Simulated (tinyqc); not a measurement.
Orbital energy against energy difference: ionisation energy by orbital energies and by energy differences in the 6-31g basis, for H2O, spin multiplicity 1. Computed by the program tinyqc with PySCF. 

Geometry (angstrom):
```
atom,x,y,z
O,0.0000,0.0000,0.0000
H,0.0000,0.6740,0.6460
H,0.0000,-0.6590,0.6320
```

CCSD(T) difference in the same basis = 12.1216 eV

IP-EOM-CCSD = 11.8894 eV

The cation is unrestricted; errors are against CCSD(T) in this basis, not against experiment.

First vertical ionisation energy (eV):
```
method,-e(HOMO),E(cation) - E,error of -e(HOMO),error of the difference
HF,13.842,11.23473,1.720,-0.887
LDA,6.456,12.96003,-5.665,0.838
PBE,6.374,12.64110,-5.747,0.519
B3LYP,8.138,12.70412,-3.984,0.582
PBE0,8.502,12.58606,-3.620,0.464
CAM-B3LYP,10.032,12.69449,-2.090,0.573
LC-wPBE,11.461,12.72272,-0.660,0.601
```

Koopmans errs by +1.72 eV and Delta-HF by -0.89 eV: relaxation, 2.61 eV, lowers the value and the missing correlation difference works against it. The PBE level is off by -5.7 eV through the wrong tail of its potential, though its energy difference is off by +0.52 eV; exact exchange deepens the level, and among the orbital energies LC-wPBE comes closest; among the differences PBE0 does.
